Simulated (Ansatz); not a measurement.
We consider BiTeI (P3m1, No. 156; cell taken from a computed entry), described by dielectric-dependent PBEsol hybrid (plane waves, PAW; Ansatz, a quantum-chemistry and plane-wave program).

Run with plane-wave cutoff 460 eV, 6×6×4 k mesh (along the axes of the cell as run), Fermi–Dirac smearing 0.01 eV, scalar-relativistic PAW data made under PBE.

Cell (relaxed with PBEsol):

Space group P3m1 (No. 156); a = 4.3360 Å, b = 4.3360 Å, c = 6.8813 Å, α = 90.00°, β = 90.00°, γ = 120.00°

```csv
atom,site,symmetry,x,y,z
Bi,1a,3m.,0.0000,0.0000,0.9216
Te,1c,3m.,0.6667,0.3333,0.6738
I,1b,3m.,0.3333,0.6667,0.2239
```

### Question
Estimate the band gap, smallest direct gap on the k points sampled and Γ–Γ gap that the calculation returns.

### Answer

* **band gap**: 1.43 eV
* **smallest direct gap on the k points sampled**: 1.45 eV
* **Γ–Γ gap**: 2.78 eV

Note: cell and atoms aren't relaxed at this level.

Spin–orbit coupling is not included; with these elements it can move the gap by several tenths of an eV or more.
